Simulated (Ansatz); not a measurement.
singlet PS(+): levels of theory in one basis

```yaml
atoms:
  - { symbol: P, position_ang: [0.0000, 0.0000, -0.9159] }
  - { symbol: S, position_ang: [0.0000, 0.0000, 0.9159] }
```

Basis set: def2-SVP (spherical functions). Left uncorrelated: 10 orbitals. Charge 1, multiplicity 1.

Computed with Ansatz (development build ahead of 0.2.0); each method stands on the lowest determinant of its kind that the runs found.

| method | E − E(RHF) (eV) | <S²> of the determinant |
| --- | --- | --- |
| RHF | 0.00 | – |
| UHF | -0.06 | 0.36 |
| UHF-MP2 | -5.84 | 0.36 |
| RHF-CCSD(T) | -7.27 | – |
| UHF-CCSD(T) | -7.23 | 0.36 |

Q: What does RHF-MP2 give on the same scale?

A: -6.37 eV.

Q: Is a single determinant a sound starting point here?

A: Only with care. Unrestricted orbitals gain 0.06 eV and <S²> is 0.36 against 0.00 for a pure state, so spin symmetry breaks but gains little energy; restricted orbitals can still serve.

Caution for UHF, UHF-MP2, UHF-CCSD(T): the unrestricted determinant is spin contaminated.
